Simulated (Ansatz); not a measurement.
# What a trial cell of Sn2As3 relaxes into

Theory: Ansatz 0.2.0, DFT PBE, scalar-relativistic, plane waves, PAW. Cutoff 420 eV, Γ-centred k mesh, Gaussian smearing, no spin polarisation in the final step.

Sn2As3 was placed on the A-type sesquioxide structure type (P-3m1, No. 164), with Sn in place of La, As in place of O, at a guessed volume.

```
Sn As
1.0
     4.35527    0.00000    0.00000
    -2.17764    3.77178    0.00000
     0.00000    0.00000    6.77610
Sn As
2 3
Direct
  0.33333 0.66667 0.24500
  0.66667 0.33333 0.75500
  0.00000 0.00000 0.00000
  0.33333 0.66667 0.64500
  0.66667 0.33333 0.35500
```

Cell and atoms relax at zero pressure; the relaxation can't lower the symmetry of the start. After a coarse first stage the cell is made exact in the group found at 0.06 Å.

The zero of energy is the elements' standard structures at the same level; no fitted shifts are applied.

Problem. Describe the relaxed structure.

Solution. It keeps P-3m1 (No. 164), but not the shape of the type it started on. Conventional cell: a = 3.899 Å, c = 9.681 Å. Sn has 3 As at 2.86 Å and 3 As at 3.28 Å; around As on Wyckoff site a (1 atom of the primitive cell) lie 6 Sn at 2.86 Å; As on Wyckoff site d (2 atoms of the primitive cell) has 3 As at 2.63 Å.

```xyz
5
Lattice="3.8987 0.0000 0.0000 -1.9493 3.3763 0.0000 0.0000 0.0000 9.6809" Properties=species:S:1:pos:R:3 pbc="T T T"
Sn    0.0000    2.2509    1.7657
Sn    1.9493    1.1254    7.9152
As    0.0000    0.0000    0.0000
As    0.0000    2.2509    5.5232
As    1.9493    1.1254    4.1577
```

Problem. What are its volume, energy, density and gap?

Solution. The volume per atom is 25.49 Å³, the density is 6.02 g/cm³ and the energy over the elements is 0.07 eV/atom. The gap on the 12×12×4 mesh is 0 eV (a metal).

The final run used a 12×12×4 mesh on its 5-atom cell and 0.10 eV smearing. The k mesh leaves about 4 meV/atom of noise in metals. Symmetry constrained the relaxation, so the result can be a saddle point.